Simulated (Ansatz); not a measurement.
Ansatz results at the PBE0-D4/def2-TZVP geometry: zero-point energy (PBE0-D4/def2-TZVP) 187.7 kJ/mol; HOMO–LUMO gap (PBE0/def2-TZVPP) 7.67 eV; HOMO energy (PBE/def2-TZVPP) -6.99 eV.

(1) Which molecule gave them?
A. `FC#CF`
B. `FC1(F)C=CC1`
C. `CCCOC`
D. `C=C(F)C(=C)F`

Results:

(1) B. The others give `FC#CF`: 36.2, 9.13, -6.75; `C=C(F)C(=C)F`: 183.9, 6.02, -6.17; `CCCOC`: 359.2, 8.64, -5.77.
